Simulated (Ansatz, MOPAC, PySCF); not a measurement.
System: CH3S, charge 0, multiplicity 2. SMILES: [CH2]S
Geometry: optimised at B3LYP-D3(BJ)/def2-TZVP (Ansatz, a program for electronic structure).

Unscaled harmonic wavenumbers (cm⁻¹) in rising order, each level at the stationary point that it reaches from this structure (no distance between atoms moves by over 0.3 Å); the order of modes can differ between levels, and a negative number is imaginary. B3LYP-D3(BJ)/def2-TZVP (PySCF, at the structure above): 104, 346, 783, 847, 1075, 1412, 2674, 3180, 3305.

PM3 (MOPAC): 399, 705, 757, 825, 1070, 1298, 1695, 3169, 3195. Zero-point energy 18.7 against 19.6 kcal/mol; where all levels lie over 400 cm⁻¹, the wavenumbers are on average 0.922 times those of B3LYP-D3(BJ)/def2-TZVP.

PM6 (MOPAC): 757, 770, 972, 993, 994, 1317, 2656, 2712, 2763. Zero-point energy 19.9 against 19.6 kcal/mol; where all levels lie over 400 cm⁻¹, the wavenumbers are on average 0.993 times those of B3LYP-D3(BJ)/def2-TZVP.

HF/3-21G (Ansatz): -240, 223, 727, 833, 1126, 1493, 2640, 3336, 3488. Zero-point energy 19.8 against 19.6 kcal/mol; where all levels lie over 400 cm⁻¹, the wavenumbers are on average 1.015 times those of B3LYP-D3(BJ)/def2-TZVP. This level finds the structure a saddle point. The zero-point energy leaves imaginary modes out.

B3LYP/6-31G* (Ansatz): -219, 290, 787, 842, 1088, 1434, 2688, 3208, 3334. Zero-point energy 19.5 against 19.6 kcal/mol; where all levels lie over 400 cm⁻¹, the wavenumbers are on average 1.007 times those of B3LYP-D3(BJ)/def2-TZVP. This level finds the structure a saddle point. The zero-point energy leaves imaginary modes out.
